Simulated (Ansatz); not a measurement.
A calculation on rock-salt KI returned lattice constant a 7.092 Å, formation enthalpy -1.710 eV/atom.

For reference: formation enthalpy -1.699 eV/atom (measured, 298 K, copied from a table, unchecked, no zero-point or thermal correction; as tabulated in Wang et al. (2021), doi:10.1038/s41598-021-94550-5).

**Question.** Which level of theory produced these numbers?
A. r²SCAN (Ansatz, a program for electronic structure)
B. PBE-D4 (Ansatz)
C. LDA (Ansatz)
D. HSE06 (Ansatz)

**Answer.** A, r²SCAN (Ansatz)

The others give: LDA 6.818 Å, -1.493 eV/atom; HSE06 7.144 Å, -1.633 eV/atom; PBE-D4 7.046 Å, -1.454 eV/atom.

Unless a cell is named, each level is at its own relaxed cell (HSE06 45.57, LDA 39.61, PBE-D4 43.73, r²SCAN 44.60 Å³/atom).

Caveats: a distance lies near a switch of the dispersion term, which can move the cell (PBE-D4); exact exchange on metals is sensitive to the k mesh and can open a false gap (HSE06). Ansatz's density-functional and Hartree–Fock values are scalar-relativistic unless marked +SOC, with PAW data made under PBE.
